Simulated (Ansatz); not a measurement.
This Ansatz (a first-principles code) input (HF/aug-cc-pV(Q+d)Z) gives -290.64622 Eh with 227 basis functions. A basis named .json is the Basis Set Exchange file of that set (core-valence sets with the plain set on hydrogen).

Ansatz 0.2 input:
```yaml
crystal:
  periodic: [false, false, false]
  atoms:
    - {symbol: Si, position_ang: [-0.00208985, 0.00098185, 0.08026338]}
    - {symbol: H, position_ang: [0.00076796, 1.40657062, -0.39205880]}
    - {symbol: H, position_ang: [1.23601882, -0.70198617, -0.33410250]}
    - {symbol: H, position_ang: [-1.20752894, -0.71833034, -0.39752608]}
basis:
  gaussian:
    orbitals: aug-cc-pV_Q+d_Z.json
    fitting: {mean_field: cc-pVQZ-JKFIT.json}
hamiltonian:
  xc: {name: HF}
magnetization: {spin_polarized: true, initial_magnetization: 1}
```

Change:
```diff
- fitting: {mean_field: cc-pVQZ-JKFIT.json}
+ fitting: {mean_field: def2-universal-JKFIT.json}
```

### Question
What does the run give now?

### Answer
-290.64627 Eh (HF/aug-cc-pV(Q+d)Z, 227 functions), a change of -0.05 mEh.
